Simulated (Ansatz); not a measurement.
# SiP+ (quintet): from Hartree-Fock to the top rungs, cc-pVDZ

How much of the correlation energy of SiP+ (quintet) does each wave-function method recover here?

The runs use Ansatz 0.2.0, Gaussian basis; cc-pVDZ, core rule «outside noble gas», up to 10 orbitals frozen.

Plan: UHF; CCSD(T) on ROHF; CCSD(T) on UHF; BCCD(T) on ROHF; CISD as a restricted active space (open shells left free, so some higher excitations enter); CCSDT(Q) on ROHF; CCSDT(Q) on UHF; CISDTQ; CCSDTQ on ROHF; CCSDTQ on UHF; CASSCF and MRCISD+Q, 8 electrons in 8 orbitals; CASSCF and NEVPT4(SD), 8 electrons in 8 orbitals; CASSCF and NEVPT2, 8 electrons in 8 orbitals; Full CI.

5 further runs of the same task are left out: 5 set aside as unsound or not needed. Runs told in other sessions of the task aren't counted.

## (1) What is computed

The geometry is a PBE0/def2-TZVP stationary point (not a proven minimum) of the parent state, kept for this charge and spin.

2 atoms, charge 1, spin multiplicity 5.

Atoms are counted from 1 here; the program's logs count them from 0.

Bond lengths: Si1–P2 2.343 Å.

## (2) UHF

The input, in.yaml:

```yaml
crystal:
  periodic: [false, false, false]
  atoms:
    - {symbol: Si, position_ang: [0.000000, 0.000000, 0.000000]}
    - {symbol: P, position_ang: [0.000000, 0.000000, 2.343000]}
basis:
  gaussian: {orbitals: cc-pVDZ}
total_charge: 1
magnetization: {spin_polarized: true, initial_magnetization: 4}
hamiltonian: {xc: hf}
output: {orbitals: {seedname: orbitals}}
```

Command:

```
$ ansatz run in.yaml --threads 1 --pin off --events-out ev --progress --plain --max-ram 4160MiB --backend cpu
```

The runs that follow: CCSD(T) on ROHF; CCSD(T) on UHF; BCCD(T) on ROHF; CISD as a restricted active space (open shells left free, so some higher excitations enter); CCSDT(Q) on ROHF; CCSDT(Q) on UHF; CISDTQ; CCSDTQ on ROHF; CCSDTQ on UHF; CASSCF and MRCISD+Q, 8 electrons in 8 orbitals; CASSCF and NEVPT4(SD), 8 electrons in 8 orbitals; CASSCF and NEVPT2, 8 electrons in 8 orbitals; Full CI.

**Question.** What will the summary of the whole plan be? Wanted: FCI from the RHF energy; RMP2 from FCI; UMP2 from FCI; RCCSD from FCI; RCCSD(T) from FCI; UCCSD(T) from FCI; RCCSDT(Q) from FCI; UCCSDT(Q) from FCI; NEVPT2 valence from FCI.

The runs gave:

| quantity | value |
| --- | --- |
| FCI from the ROHF energy | -4.3025 eV |
| RMP2 from FCI | +1056.5 meV |
| UMP2 from FCI | +1078.4 meV |
| RCCSD from FCI | +171.9 meV |
| RCCSD(T) from FCI | +43.4 meV |
| UCCSD(T) from FCI | +43.4 meV |
| RCCSDT(Q) from FCI | +1.4 meV |
| UCCSDT(Q) from FCI | +0.6 meV |
| NEVPT2 valence from FCI | +761.4 meV |
| NEVPT4(SD) valence from FCI | +32.3 meV |
| MRCISD+Q valence from FCI | -27.8 meV |
| levels within 1 kcal/mol (43 meV) | UCCSD(T), RCCSDT, UCCSDT, CISDTQ, RCCSDT(Q), UCCSDT(Q), RCCSDTQ, UCCSDTQ, NEVPT4(SD) valence, MRCISD+Q valence |
| T1 diagnostic | 0.026 |
| effectively unpaired electrons | 4.07 |

What this shows: RCCSD(T) lands +43.4 meV from the yardstick (1.0 % of the correlation energy). MRCISD+Q valence falls below full CI: the +Q correction isn't variational, and the cores differ from full CI's. One determinant dominates. Of the multireference levels listed MRCISD+Q valence comes nearest in total energy (-27.8 meV), which doesn't show that its space is the better one. These misses are within one basis, not against nature; the frozen cores of restricted and unrestricted runs differ, which can shift their rows.

Levels on UHF freeze UHF's core orbitals, full CI those of ROHF, so the U rows can settle a little off it for that reason alone.

With open shells the CI space here admits some higher excitations, so it is larger than plain CISD.
